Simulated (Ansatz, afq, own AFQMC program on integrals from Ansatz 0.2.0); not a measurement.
## BH₄, doublet in 6-31G, levels against full CI

```xyz
5

B     0.0000    0.0000    0.0000
H     0.4636    0.9084    0.9063
H    -0.4744   -0.9030    0.9061
H    -0.4615    0.9041   -0.9117
H     0.4723   -0.9094   -0.9007
```

Basis 6-31G. Only valence electrons are correlated. AFQMC by an in-house program on the Cholesky factors that Ansatz 0.2.0 writes for its CCSD(T) run. ph-AFQMC/CISD is guided by a CISD state made of CCSD amplitudes; releasing the constraint for a short imaginary time cuts its bias at the price of noise, slowly where states lie close. ± is one standard error of the sampling.

Determinant: UHF, the one that the program's search chose, which needn't be the lowest solution. The geometry is a point of a scan.

Full CI on the same integrals is exact in this basis and with this determinant's frozen core.

```
T1 diagnostic                               : 0.0195
weight of the determinant in the CISD state : 0.922
⟨S²⟩ of the determinant                     : 0.778
size of the correlated space                : 7 electrons in 16 orbitals
```

```
  level  correlation energy (eV)
    MP2                  -1.9517
   CCSD                  -2.7023
CCSD(T)                  -2.7602
```

Problem. Estimate where AFQMC with the constraint released lies against CCSD(T) on the same integrals.

Solution. 2.1 ± 0.1 kJ/mol below CCSD(T).

Reference: full CI, correlation energy -2.784 eV. The released energy is read at 2.40 1/Eh (meV from the phaseless value at times in 1/Eh: -1.2 ± 1.2 at 0.24, -3.6 ± 1.0 at 0.51, -6.1 ± 0.7 at 0.99, -7.4 ± 1.0 at 1.62, -7.2 ± 1.0 at 2.40).

| level | E − E(reference) (kJ/mol) | share of correlation (%) |
| --- | --- | --- |
| CCSD(T) | 2.3 | 99.16 |
| CCSDT | 0.2 | 99.94 |
| CCSDT(Q) | 0.1 | 99.98 |
| CCSDTQ | 0.0 | 100.00 |
| ph-AFQMC/CISD | 0.9 ± 0.2 | 99.67 |
| released AFQMC | 0.2 ± 0.1 | 99.93 |

CCSDT and higher add their correlation energy to the determinant of the CCSD(T) run, since their own runs factorise the integrals more tightly (a shift of under 2 meV). A walk keeps the symmetry of its determinant, which the program's search chose and which needn't be the lowest solution, so a lower state of the same spin and another symmetry isn't excluded. Released energies are given only where the last usable release times agree within the noise; a slower fall can still hide under it.
